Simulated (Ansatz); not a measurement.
`[OH][Mg][SH]` + H₂ → `[MgH][SH]` + H₂O at 600 K and 1 bar (hydrogenolysis of a Mg–O bond).

Calculated with Ansatz (gas phase, PBE0-D4/def2-TZVP geometries, no zero-point term in ΔE). CBS: MP2 limit from def2 TZ/QZ plus the TZ coupled-cluster correction, frozen cores. This one scheme is used for every species. For Mg outer-core shells are correlated without core-valence functions, which leaves a few kJ/mol of doubt a bond. Each species was taken in one conformer, which may not be the lowest.

```tsv
species	CCSD(T)/CBS energy (Eh)	H − E (kJ/mol)	S (J/(mol·K))
`[OH][Mg][SH]`	-674.13867	98.2	378.2
H₂	-1.17544	43.9	150.8
`[MgH][SH]`	-598.89578	67.9	309.0
H₂O	-76.37941	76.8	212.8
```

H − E and S are ideal-gas, rigid-rotor, harmonic terms from PBE0-D4/def2-TZVP, for one conformer and one mirror image of each species. For small species the MP2-based limit differs from directly extrapolated CCSD(T) by up to some mEh (0.8 for H₂); such offsets cancel only in part. 1 Eh = 2625.50 kJ/mol, R = 8.31446 J/(mol·K).

**Question.** By hand: ΔE, ΔH, ΔS and ΔG.

**Answer.** ΔE = (-598.89578) + (-76.37941) − (-674.13867) − (-1.17544) = 0.03892 Eh = 102.2 kJ/mol. Δ(H − E) = 67.9 + 76.8 − 98.2 − 43.9 = 2.6, so ΔH = 104.8 kJ/mol. ΔS = 309.0 + 212.8 − 378.2 − 150.8 = -7.2 J/(mol·K). ΔG = 104.8 − 600 × (-7.2)/1000 = 109.1 kJ/mol.

**Question.** By hand: the equilibrium constant, and the temperature at which ΔG would vanish if ΔH and ΔS stayed fixed.

**Answer.** log₁₀ K = −ΔG/(RT ln 10) = -9.5. ΔH and −TΔS have one sign here, so there is no such temperature.

The number of gas molecules stays the same, so ΔS is small and ΔH decides. A doubt of 5 kJ/mol in ΔE shifts log₁₀ K by 0.4 here. Other conformers and mirror images would add mixing entropy, several J/(mol·K) or more a flexible species. These are equilibria of isolated gas molecules and say nothing of rates. Largest T1 diagnostic: 0.010 (customary marks: 0.02 for closed shells, 0.045 for open ones).

ΔS is within the doubt of such terms, so its sign, and with it that verdict, could turn.
